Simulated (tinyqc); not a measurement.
Inside a calculation. Method: Pariser-Parr-Pople SCF with singles CI, for the molecule C=CC=C(O)Cl (SMILES; centres numbered as the heavy atoms are written). Computed by tinyqc, a small Python program that keeps every step. Settings: charge = 0, gamma = Ohno, start = core, damping = 0.5, iteration cap = 61, excitations kept = 9. Command: `OMP_NUM_THREADS=1 python tinyqc.py 31367 31368 out.jsonl` (the two numbers bound the seeds that draw the settings). One thread of a shared host (Intel(R) Xeon(R) Processor @ 2.60GHz), about 0.01 s of CPU time with the checks. Later iterations appear only in the table of the cycle.

## PPP integrals

Centres (angstrom, eV; a flat drawing with bonds scaled to 1.40 angstrom):
```
centre,x,y,core charge z,W,gamma_rr
1C,-2.6830,-0.2050,1,11.1600,11.1300
2C,-1.3840,0.3160,1,11.1600,11.1300
3C,-0.2830,-0.5490,1,11.1600,11.1300
4C,1.0170,-0.0280,1,11.1600,11.1300
5O,2.1180,-0.8930,2,33.0000,21.5000
6Cl,1.2150,1.3580,2,26.0000,13.0000
```

Resonance integrals (eV):
```
i,j,beta
1,2,-2.3900
2,3,-2.3900
3,4,-2.3900
4,5,-2.2400
4,6,-1.5900
```

Ohno: gamma = 14.399645/sqrt(R^2 + a^2), a = 2 x 14.399645/(gamma_rr + gamma_ss); H_rr = -W_r - sum_(s != r) z_s gamma_rs; H_rs = beta for bonds.

repulsion gamma_rs (eV), lower triangle:
```
,1C,2C,3C,4C,5O,6Cl
1C,11.1300
2C,7.5551,11.1300
3C,5.2398,7.5534,11.1300
4C,3.6699,5.2381,7.5524,11.1300
5O,2.9210,3.7809,5.5789,8.7001,21.5000
6Cl,3.2981,4.7307,5.3277,7.8270,5.6139,13.0000
```

core matrix H (eV), lower triangle:
```
,1C,2C,3C,4C,5O,6Cl
1C,-40.0631
2C,-2.3900,-48.5299
3C,0.0000,-2.3900,-53.3187
4C,0.0000,0.0000,-2.3900,-60.6746
5O,0.0000,0.0000,0.0000,-2.2400,-65.2086
6Cl,0.0000,0.0000,0.0000,-1.5900,0.0000,-58.4113
```

## Starting guess

pi electrons, sum of z_r less the charge = 8

Orbitals of the core matrix H.

P at the start, lower triangle:
```
,1C,2C,3C,4C,5O,6Cl
1C,0.0115
2C,0.0658,0.3767
3C,0.1320,0.7642,1.6269
4C,-0.0336,-0.1491,0.0734,1.9855
5O,0.0048,0.0193,-0.0096,0.0019,1.9998
6Cl,0.0059,0.0227,-0.0112,0.0022,-0.0003,1.9997
```

## Iteration 1: Fock matrix

F_rr = H_rr + P_rr gamma_rr / 2 + sum_(s != r) P_ss gamma_rs; F_rs = H_rs - P_rs gamma_rs / 2; E = tr P (H + F) / 2 + core repulsion sum_(r<s) z_r z_s gamma_rs.

F (eV), lower triangle:
```
,1C,2C,3C,4C,5O,6Cl
1C,-8.9055
2C,-2.6386,-6.6371
3C,-0.3458,-5.2762,-4.5543
4C,0.0616,0.3905,-2.6673,-2.2738
5O,-0.0071,-0.0366,0.0267,-2.2482,-4.6774
6Cl,-0.0097,-0.0537,0.0299,-1.5987,0.0008,-8.1591
```

pi energy = -119.7692 eV

## Iteration 1: orbitals and new P

Diagonalise F (the basis is taken as orthonormal) and form P = 2 sum c c over the lowest orbitals; 0.5 of the old P is kept.

orbital energies (eV): -12.5882  -8.8044  -7.7834  -5.7695  -2.0609  1.7993

P after iteration 1, lower triangle:
```
,1C,2C,3C,4C,5O,6Cl
1C,0.9682
2C,0.1552,0.7571
3C,-0.0530,0.8398,1.2879
4C,-0.0657,-0.0603,0.1876,1.2988
5O,0.0685,-0.1315,0.0486,0.4087,1.7194
6Cl,0.0196,-0.0147,-0.0123,0.1453,-0.0920,1.9686
```

## Iteration 2: Fock matrix

As before.

F (eV), lower triangle:
```
,1C,2C,3C,4C,5O,6Cl
1C,-5.9253
2C,-2.9761,-4.6567
3C,0.1389,-5.5619,-5.4703
4C,0.1205,0.1580,-3.0985,-5.8339
5O,-0.1001,0.2486,-0.1355,-4.0177,-11.4981
6Cl,-0.0323,0.0348,0.0327,-2.1588,0.2583,-12.1607
```

pi energy = -126.9995 eV

## Iteration 2: orbitals and new P

As before.

orbital energies (eV): -14.4193  -12.2296  -11.4218  -6.4490  -2.9227  1.8973

P after iteration 2, lower triangle:
```
,1C,2C,3C,4C,5O,6Cl
1C,1.2686
2C,0.3810,0.8250
3C,-0.1505,0.8004,1.2368
4C,-0.2400,0.0238,0.3625,1.0020
5O,0.1571,-0.1452,-0.0576,0.4988,1.7203
6Cl,0.0696,-0.0407,-0.0547,0.2260,-0.1178,1.9472
```

## Iteration 3: Fock matrix

As before.

F (eV), lower triangle:
```
,1C,2C,3C,4C,5O,6Cl
1C,-5.1647
2C,-3.8292,-4.0471
3C,0.3942,-5.4127,-6.0177
4C,0.4405,-0.0623,-3.7590,-6.5725
5O,-0.2295,0.2746,0.1606,-4.4096,-13.3415
6Cl,-0.1148,0.0964,0.1456,-2.4746,0.3307,-13.5778
```

pi energy = -130.2128 eV

## Iteration 3: orbitals and new P

As before.

orbital energies (eV): -16.2127  -13.8022  -11.8024  -7.0528  -2.2762  2.4250

P after iteration 3, lower triangle:
```
,1C,2C,3C,4C,5O,6Cl
1C,1.2801
2C,0.5701,0.8627
3C,-0.1521,0.7173,1.2162
4C,-0.3624,0.0331,0.5204,0.9371
5O,0.2023,-0.1167,-0.1474,0.4818,1.7621
6Cl,0.1033,-0.0421,-0.0973,0.2460,-0.1148,1.9417
```

## Convergence

Stop when output and input P, before any damping, agree to 1e-7.

Course of the cycle:
```
iteration,E (eV),largest |P(out) - P(in)|
1,-119.769184,1.91e+00
2,-126.999541,6.01e-01
3,-130.212841,3.78e-01
4,-132.527382,2.51e-01
5,-134.054294,1.61e-01
6,-134.984354,1.03e-01
7,-135.527118,7.94e-02
8,-135.836568,6.02e-02
9,-136.010655,4.53e-02
10,-136.107799,3.39e-02
11,-136.161722,2.52e-02
...,...,...
42,-136.228062,2.05e-06
43,-136.228062,1.51e-06
44,-136.228062,1.11e-06
45,-136.228062,8.22e-07
46,-136.228062,6.07e-07
47,-136.228062,4.48e-07
48,-136.228062,3.30e-07
49,-136.228062,2.44e-07
50,-136.228062,1.80e-07
51,-136.228062,1.33e-07
52,-136.228062,9.79e-08
```

Converged in 52 iterations.

## Converged orbitals

Charges are z - P_rr.

orbital energies (eV): -15.3391  -13.2088  -12.3224  -9.1441  -0.1386  2.7786

coefficients:
```
,MO1,MO2,MO3,MO4,MO5,MO6
1C,0.0601,-0.0515,0.4752,0.5502,0.5388,-0.4183
2C,0.1346,-0.0828,0.6157,0.2908,-0.4060,0.5887
3C,0.2918,-0.0995,0.4630,-0.5177,-0.3480,-0.5491
4C,0.5390,-0.0931,0.0848,-0.4242,0.5971,0.3964
5O,0.5812,-0.5584,-0.4003,0.3551,-0.2221,-0.1214
6Cl,0.5145,0.8125,-0.1158,0.1965,-0.1340,-0.0717
```

pi charges: 1C -0.0696, 2C 0.0228, 3C -0.1548, 4C 0.0273, 5O 0.1281, 6Cl 0.0462

## Singles CI, singlets

Over the 8 single excitations with the smallest orbital gaps: A = (e_a - e_i) delta + 2 (ia|jb) - (ij|ab), with (pq|rs) = sum c_mp c_mq gamma_mn c_nr c_ns. f = 2/3 w |mu|^2 in atomic units, mu = sqrt2 sum c_ia sum_m c_mi c_ma R_m.

singlet CI matrix (eV), lower triangle:
```
,4>5,4>6,3>5,2>5,3>6,1>5,2>6,1>6
4>5,4.7457
4>6,0.0033,6.6697
3>5,0.0802,-0.0326,6.9858
2>5,-0.1472,0.0383,0.1601,7.7936
3>6,0.6395,-0.0594,0.0495,-0.2797,9.0036
1>5,0.0783,-0.0960,-0.1969,-0.0486,0.3216,9.5309
2>6,-0.0176,-0.1382,-0.2218,-1.1765,0.2167,0.0891,10.9472
1>6,-0.1542,0.3627,0.4763,0.0505,-0.4910,-1.2882,0.0106,12.6044
```

singlet excitation energies (eV): 4.6430  6.6276  6.9227  7.3980  8.9140  9.1588  11.3874  13.2292

oscillator strengths: 1.1177  0.0055  0.0217  0.1296  0.0461  0.1015  0.0054  0.0095

## Singles CI, triplets

Over the 8 single excitations with the smallest orbital gaps: A = (e_a - e_i) delta - (ij|ab), with (pq|rs) = sum c_mp c_mq gamma_mn c_nr c_ns.

triplet CI matrix (eV), lower triangle:
```
,4>5,4>6,3>5,2>5,3>6,1>5,2>6,1>6
4>5,2.1222
4>6,-0.2084,4.9129
3>5,0.0267,1.5794,5.3099
2>5,0.0603,-0.0201,0.0140,7.1187
3>6,1.5794,-0.2091,0.4798,-0.4362,7.6931
1>5,0.3782,0.2535,-0.2530,0.3830,0.5224,8.6224
2>6,-0.0201,-0.0874,-0.4362,-1.5398,0.3454,0.3053,10.7131
1>6,0.2535,0.6036,0.5224,0.3053,-0.7730,-1.8099,0.2040,12.1728
```

triplet excitation energies (eV): 1.6568  3.4213  6.1782  6.6049  7.9556  8.3009  11.3724  13.1751
